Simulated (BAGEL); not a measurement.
# HF/cc-pVDZ (density fitting with cc-pvqz-jkfit) run of C2ClF3 (chlorotrifluoroethylene)

What is the energy change on altering one bond length of C2ClF3 (chlorotrifluoroethylene) at HF/cc-pVDZ (density fitting with cc-pvqz-jkfit)? 

Program for the calculation: BAGEL 1.2.2.

1 further run of the same task is left out (set aside as unsound or not needed).

## Step 1: Starting point

C2ClF3 has 6 atoms, charge 0, and is taken as a singlet. SMILES: `FC(F)=C(F)Cl`. Geometry: relaxed at PBE0-D4/def2-TZVP.

Bond lengths: F1–C2 1.308 Å, C2–F3 1.307 Å, C2–C4 1.324 Å, C4–F5 1.324 Å, C4–Cl6 1.693 Å. Angles: F1–C2–F3 112.6°, F1–C2–C4 123.3°, F3–C2–C4 124.1°, C2–C4–F5 120.3°, C2–C4–Cl6 123.9°, F5–C4–Cl6 115.8°.

## Step 2: A single-point energy at HF/cc-pVDZ (density fitting with cc-pvqz-jkfit)

The input, input.json:

```json
{ "bagel" : [

{
  "title" : "molecule",
  "basis" : "cc-pvdz.json",
  "df_basis" : "cc-pvqz-jkfit",
  "angstrom" : true,
  "geometry" : [
    { "atom" : "F", "xyz" : [    0.754980,   -1.638860,    0.121480 ] },
    { "atom" : "C", "xyz" : [   -0.084770,   -0.642210,    0.238150 ] },
    { "atom" : "F", "xyz" : [   -1.171340,   -0.974840,    0.883330 ] },
    { "atom" : "C", "xyz" : [    0.149100,    0.567290,   -0.247440 ] },
    { "atom" : "F", "xyz" : [    1.278540,    0.821980,   -0.890380 ] },
    { "atom" : "Cl", "xyz" : [   -0.926530,    1.866650,   -0.105120 ] }
  ]
},
{
  "title" : "hf"
},
{
  "title" : "print",
  "file" : "orbitals.molden",
  "orbitals" : true
}

]}
```

The basis set cc-pVDZ is read from a file made from the Basis Set Exchange's data (not shown).

On the command line:

```bash
$ BAGEL_NUM_THREADS=1 BAGEL input.json > input.out
```

What it wrote:

```text
* using 1 threads per process

  ===============================================================
  ===============================================================

  *** Geometry ***

  { "atom" : "F", "xyz" : [      1.426705,     -3.096997,      0.229564 ] },
  { "atom" : "C", "xyz" : [     -0.160192,     -1.213601,      0.450038 ] },
  { "atom" : "F", "xyz" : [     -2.213512,     -1.842181,      1.669252 ] },
  { "atom" : "C", "xyz" : [      0.281758,      1.072023,     -0.467594 ] },
  { "atom" : "F", "xyz" : [      2.416090,      1.553317,     -1.682574 ] },
  { "atom" : "Cl", "xyz" : [     -1.750888,      3.527457,     -0.198648 ] },

  Number of auxiliary basis functions:      678

  Since a DF basis is specified, we compute 2- and 3-index integrals:
    o Being stored without compression. Storage requirement is 0.042 GB

  Number of basis functions:       88
  Number of electrons      :       56

    * METHOD: MOLECULE                             0.81

  *** RHF ***

  === Nuclear Repulsion ===
   295.7452762876

      * DIIS with orbital gradients will be used.

  === RHF iteration (cc-pvdz.json) ===
      0       -833.29460493          0.01521539           0.21
      1       -833.42059634          0.01128009           0.21
      2       -833.50323794          0.00109316           0.21
      3       -833.50474981          0.00027184           0.21
      4       -833.50482503          0.00010460           0.21
      5       -833.50483881          0.00002771           0.21
      6       -833.50484015          0.00000776           0.21
      7       -833.50484023          0.00000188           0.20
      8       -833.50484023          0.00000089           0.20
      9       -833.50484023          0.00000032           0.21
     10       -833.50484023          0.00000011           0.21
     11       -833.50484023          0.00000004           0.21
     12       -833.50484023          0.00000002           0.21
     13       -833.50484023          0.00000000           0.21
    * SCF iteration converged.

    * Permanent dipole moment:
           (    0.185335,    -0.059050,    -0.074789) a.u.

    * METHOD: HF                                   3.26

    * METHOD: PRINT                                0.05

  ===============================================================
```

Run time: 4.5 s. Hardware: 1 thread of Arm Neoverse N1, shared host; peak memory 0.16 GiB.

## Step 3: The distorted shape, same level

The input, hf.json:

```json
{ "bagel" : [

{
  "title" : "molecule",
  "basis" : "cc-pvdz.json",
  "df_basis" : "cc-pvqz-jkfit",
  "angstrom" : true,
  "geometry" : [
    { "atom" : "F", "xyz" : [    0.585555,   -1.677065,    0.217926 ] },
    { "atom" : "C", "xyz" : [   -0.254195,   -0.680415,    0.334596 ] },
    { "atom" : "F", "xyz" : [   -1.340765,   -1.013045,    0.979776 ] },
    { "atom" : "C", "xyz" : [   -0.020325,    0.529085,   -0.150994 ] },
    { "atom" : "F", "xyz" : [    1.278540,    0.821980,   -0.890380 ] },
    { "atom" : "Cl", "xyz" : [   -1.095955,    1.828445,   -0.008674 ] }
  ]
},
{ "title" : "hf" },
{ "title" : "print", "file" : "orbitals.molden", "orbitals" : true }

]}
```

The basis set cc-pVDZ is read from a file made from the Basis Set Exchange's data (not shown).

On the command line:

```bash
$ BAGEL_NUM_THREADS=1 BAGEL hf.json > hf.out
```

What it wrote:

```text
* using 1 threads per process

  ===============================================================
  ===============================================================

  *** Geometry ***

  { "atom" : "F", "xyz" : [      1.106539,     -3.169194,      0.411820 ] },
  { "atom" : "C", "xyz" : [     -0.480359,     -1.285798,      0.632295 ] },
  { "atom" : "F", "xyz" : [     -2.533679,     -1.914378,      1.851508 ] },
  { "atom" : "C", "xyz" : [     -0.038409,      0.999826,     -0.285337 ] },
  { "atom" : "F", "xyz" : [      2.416090,      1.553317,     -1.682574 ] },
  { "atom" : "Cl", "xyz" : [     -2.071055,      3.455260,     -0.016391 ] },

  Number of auxiliary basis functions:      678

  Since a DF basis is specified, we compute 2- and 3-index integrals:
    o Being stored without compression. Storage requirement is 0.042 GB

  Number of basis functions:       88
  Number of electrons      :       56

    * METHOD: MOLECULE                             0.80

  *** RHF ***

  === Nuclear Repulsion ===
   288.9504523442

      * DIIS with orbital gradients will be used.

  === RHF iteration (cc-pvdz.json) ===
      0       -833.23029308          0.01651994           0.21
      1       -833.35824133          0.01320840           0.21
      2       -833.47534226          0.00128299           0.21
      3       -833.47738269          0.00053975           0.20
      4       -833.47764517          0.00013198           0.20
      5       -833.47767849          0.00003670           0.21
      6       -833.47768117          0.00001031           0.21
      7       -833.47768132          0.00000272           0.21
      8       -833.47768134          0.00000108           0.21
      9       -833.47768134          0.00000050           0.20
     10       -833.47768134          0.00000016           0.20
     11       -833.47768134          0.00000007           0.20
     12       -833.47768134          0.00000002           0.20
     13       -833.47768134          0.00000001           0.20
    * SCF iteration converged.

    * Permanent dipole moment:
           (    0.507917,     0.059370,    -0.272327) a.u.

    * METHOD: HF                                   3.23

    * METHOD: PRINT                                0.05

  ===============================================================
```

It took 4.5 s on 1 thread of Arm Neoverse N1, shared host; peak memory 0.16 GiB.

## Step 4: Results

Level: HF/cc-pVDZ (density fitting with cc-pvqz-jkfit).

| quantity | value |
| --- | --- |
| first shape: total energy | -833.50484 Eh |
| first shape: dipole moment | 0.53 D |
| first shape: HOMO energy | -10.46 eV |
| first shape: LUMO energy | 4.67 eV |
| first shape: HOMO–LUMO gap | 15.13 eV |
| distorted shape: total energy | -833.47768 Eh |
| distorted shape: dipole moment | 1.47 D |
| distorted shape: HOMO energy | -10.91 eV |
| distorted shape: LUMO energy | 4.21 eV |
| distorted shape: HOMO–LUMO gap | 15.12 eV |
| energy change with the C4–F5 bond stretched from 1.324 to 1.523 Å | 0.739 eV |

With the C4–F5 bond stretched from 1.324 to 1.523 Å the energy rises by 0.74 eV (17.0 kcal/mol). The first shape isn't relaxed at this level, so the change isn't measured from a minimum.
